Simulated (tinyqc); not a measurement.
Inside a calculation. Method: extended Hueckel theory, for CO. Computed by tinyqc, a small Python program that keeps every step (integrals from PySCF). Settings: charge = 0, K = 1.75, multiplicity = 1. Command: `OMP_NUM_THREADS=1 python tinyqc.py 31276 31277 out.jsonl` (the two numbers bound the seeds that draw the settings). One thread of a shared host (Intel(R) Xeon(R) Processor @ 2.60GHz), about 0.01 s of CPU time with the checks.

## Overlaps

Geometry (angstrom):
```
atom         x         y         z
C     0.000000  0.000000  0.000000
O     0.000000  0.000000  1.260000
```

Parameters chosen for this run:
```
element  shell  Slater exponent   H_ii (eV)
O           2s         2.275000  -32.300000
O           2p         2.275000  -14.800000
C           2s         1.625000  -21.400000
C           2p         1.625000  -11.400000
```

Slater orbitals, each expanded in six Gaussians scaled to its exponent.

overlap S, lower triangle:
```
            1C 2s    1C 2px    1C 2py     1C 2pz     2O 2s    2O 2px    2O 2py    2O 2pz
1C 2s    1.000000
1C 2px   0.000000  1.000000
1C 2py   0.000000  0.000000  1.000000
1C 2pz   0.000000  0.000000  0.000000   1.000000
2O 2s    0.352342  0.000000  0.000000   0.438901  1.000000
2O 2px   0.000000  0.198111  0.000000   0.000000  0.000000  1.000000
2O 2py   0.000000  0.000000  0.198111   0.000000  0.000000  0.000000  1.000000
2O 2pz  -0.295774  0.000000  0.000000  -0.305448  0.000000  0.000000  0.000000  1.000000
```

## Wolfsberg-Helmholz matrix

diagonal H_ii (eV): 1C 2s -21.400000, 1C 2px -11.400000, 1C 2py -11.400000, 1C 2pz -11.400000, 2O 2s -32.300000, 2O 2px -14.800000, 2O 2py -14.800000, 2O 2pz -14.800000

K = 1.750000

H_ij = K' S_ij (H_ii + H_jj)/2 for i != j (the diagonal keeps H_ii), with K' = 1.75.

H (eV), lower triangle:
```
             1C 2s      1C 2px      1C 2py      1C 2pz       2O 2s      2O 2px      2O 2py      2O 2pz
1C 2s   -21.400000
1C 2px    0.000000  -11.400000
1C 2py    0.000000    0.000000  -11.400000
1C 2pz    0.000000    0.000000    0.000000  -11.400000
2O 2s   -16.555654    0.000000    0.000000  -16.782468  -32.300000
2O 2px    0.000000   -4.541694    0.000000    0.000000    0.000000  -14.800000
2O 2py    0.000000    0.000000   -4.541694    0.000000    0.000000    0.000000  -14.800000
2O 2pz    9.368635    0.000000    0.000000    7.002393    0.000000    0.000000    0.000000  -14.800000
```

## Orbitals

valence electrons = 10

Solve H C = S C e through S^(-1/2); fill by pairs from the bottom, a degenerate level sharing its electrons equally; each orbital has its largest coefficient positive (the first on a tie).

orbital energies (eV): -34.088857  -19.278443  -15.365573  -15.365573  -13.885799  -10.031699  -10.031699  18.157252

occupations: 2.000000  2.000000  2.000000  2.000000  2.000000  0.000000  0.000000  0.000000

coefficients:
```
             MO1        MO2       MO3        MO4        MO5        MO6        MO7        MO8
1C 2s   0.297984   0.707823  0.000000   0.000000   0.404060   0.000000   0.000000   0.816537
1C 2px  0.000000   0.000000  0.136138   0.303038   0.000000   0.550396   0.792180   0.000000
1C 2py  0.000000   0.000000  0.303038  -0.136138   0.000000   0.792180  -0.550396   0.000000
1C 2pz  0.069990  -0.291863  0.000000   0.000000  -0.537710   0.000000   0.000000   1.090108
2O 2s   0.828293  -0.344189  0.000000   0.000000   0.056176   0.000000   0.000000  -0.906196
2O 2px  0.000000   0.000000  0.360487   0.802428   0.000000  -0.294838  -0.424359   0.000000
2O 2py  0.000000   0.000000  0.802428  -0.360487   0.000000  -0.424359   0.294838   0.000000
2O 2pz  0.023403  -0.506917  0.000000   0.000000   0.701571   0.000000   0.000000   0.780229
```

sum of one-electron energies = -195.968490 eV

Within a degenerate level the vectors are fixed only up to a rotation; this is one choice.

## Mulliken analysis

P = C n C^T; charge = valence electrons (O 6, C 4) minus the sum of (P S)_ii on the atom; overlap population = 2 sum P_ij S_ij between two atoms.

charges: 1C 0.752070, 2O -0.752070

Overlap populations:
```
pair     value
2-1   1.083786
```
